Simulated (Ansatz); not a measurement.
AlH₃SO, closed shell: a relaxation.

Input (in.yaml):

```yaml
crystal:
  periodic: [false, false, false]
  atoms:
    - {symbol: Al, position_ang: [-0.387051, 0.234875, 0.892246]}
    - {symbol: S, position_ang: [1.185581, 0.288741, -1.060192]}
    - {symbol: H, position_ang: [0.929982, 1.205482, 0.449528]}
    - {symbol: O, position_ang: [-1.847520, -0.484640, 0.421120]}
    - {symbol: H, position_ang: [2.095753, -0.319481, -0.282728]}
    - {symbol: H, position_ang: [-1.976746, -0.924877, -0.419974]}
basis:
  gaussian: {orbitals: def2-SVP}
hamiltonian: {xc: r2scan, dispersion: d4}
relax: {f_tol: 0.01, max_steps: 60, escape_saddle: true}
```

Launched with

```bash
ansatz run in.yaml --threads 2 --pin off --events-out ev --progress --plain --max-ram 4352MiB
```

The run's output (Ansatz 0.2.0):

```
Error: invalid value for `relax.escape_saddle`: a Gaussian basis doesn't support `true`; leave it out, and run phonons on the result
```

Hardware: 2 CPU threads of an Intel Xeon Platinum 8375C, shared host. Wall time about 0.05 s.


The program refused the input.